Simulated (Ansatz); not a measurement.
System: N2, charge 0, singlet. N2 (molecular nitrogen, SMILES N#N).
B3LYP-D3(BJ)/def2-TZVP minimum from Ansatz (a program for electronic structure):
```
N
N 1 1.0909
```
Charge 0, spin multiplicity 1.

Hartree-Fock and MP2 correlation energies in hartree (Ansatz). Open shells are spin-unrestricted; no spin-orbit coupling. Correlated methods leave the cores frozen. No relativity.

| basis | X | E(HF) | E(corr, MP2) |
|---|---|---|---|
| cc-pVTZ | 3 | -108.98466 | -0.37184 |
| cc-pVQZ | 4 | -108.99234 | -0.39696 |
| cc-pV5Z | 5 | -108.99402 | withheld |

### Question
Fit E(corr) = E∞ + A/X³ to X = 3 and 4, predict X = 5, and compare with the run.

### Answer
A = (-0.37184 - (-0.39696))/(1/27 - 1/64) = 1.1732; E∞ = -0.39696 - A/64 = -0.41529; at X = 5, E∞ + A/125 = -0.40591. The run gave -0.40734, 1.43 mEh below the prediction. The same form on X = 4 and 5 gives E∞ = -0.41823, 2.94 mEh below the first estimate.
